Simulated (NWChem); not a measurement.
System: LiH; SMILES [LiH]

```xyz
2

Li     0.0000     0.0000     0.4586
H      0.0000     0.0000    -1.1457
```
Atoms are numbered in this order, from 1.

The geometry was optimised at PBE-D3(BJ)/def2-SVP.

**Question.** List the 4 lowest vertical singlet excitations and the 4 lowest triplet ones from Hartree-Fock/6-31+G* (spherical d), CIS (NWChem).

**Answer.** 
```json
[
 {"state": "S1", "energy (eV)": "4.11", "oscillator strength": "0.077", "leading excitation (squared amplitude)": "HOMO → LUMO (0.63)"},
 {"state": "S2", "energy (eV)": "5.15", "oscillator strength": "0.255", "leading excitation (squared amplitude)": "HOMO → LUMO+6 (0.63)"},
 {"state": "S3", "energy (eV)": "5.15", "oscillator strength": "0.255", "leading excitation (squared amplitude)": "HOMO → LUMO+5 (0.63)"},
 {"state": "S4", "energy (eV)": "6.13", "oscillator strength": "0.022", "leading excitation (squared amplitude)": "HOMO → LUMO+4 (0.57)"},
 {"state": "T1", "energy (eV)": "3.05", "oscillator strength": "spin-forbidden", "leading excitation (squared amplitude)": "HOMO → LUMO (0.49)"},
 {"state": "T2", "energy (eV)": "4.33", "oscillator strength": "spin-forbidden", "leading excitation (squared amplitude)": "HOMO → LUMO+5 (0.70)"},
 {"state": "T3", "energy (eV)": "4.33", "oscillator strength": "spin-forbidden", "leading excitation (squared amplitude)": "HOMO → LUMO+6 (0.70)"},
 {"state": "T4", "energy (eV)": "5.64", "oscillator strength": "spin-forbidden", "leading excitation (squared amplitude)": "HOMO → LUMO+4 (0.39)"}
]
```
